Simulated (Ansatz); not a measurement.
```yaml
crystal:
  periodic: [false, false, false]
  atoms:
    - {symbol: C, position_ang: [0.398660, -0.580741, 1.105202]}
    - {symbol: C, position_ang: [0.111578, -0.637688, -0.304687]}
    - {symbol: S, position_ang: [0.137956, -2.193611, -1.128798]}
    - {symbol: C, position_ang: [-0.181265, 0.696762, -1.013625]}
    - {symbol: N, position_ang: [-0.396090, 1.675336, -0.435721]}
    - {symbol: F, position_ang: [-0.602637, 0.430997, -2.142739]}
    - {symbol: H, position_ang: [0.446761, -1.649390, 1.601163]}
    - {symbol: H, position_ang: [-0.674418, -0.240028, 1.853860]}
    - {symbol: H, position_ang: [1.041034, 0.055536, 1.438433]}
    - {symbol: H, position_ang: [-0.432952, 2.419255, -0.894967]}
basis:
  gaussian: {orbitals: cc-pVTZ}
hamiltonian: {xc: {name: HF}}
correlation: {method: mp2, frozen_orbitals: {C: 0}}
output: {forces: true}
```

```sh
$ ansatz run in.yaml --threads 4 --pin off --events-out ev --progress --plain --max-ram 10444MiB
```

Shortened log:

```
Functional definition: HF
Error: "frozen_orbitals" has no count for S
```

**Question.** What is wrong with this run?

**Answer.** Frozen orbitals are typed for one element alone, and the program wants a count for each. The program refused the input.
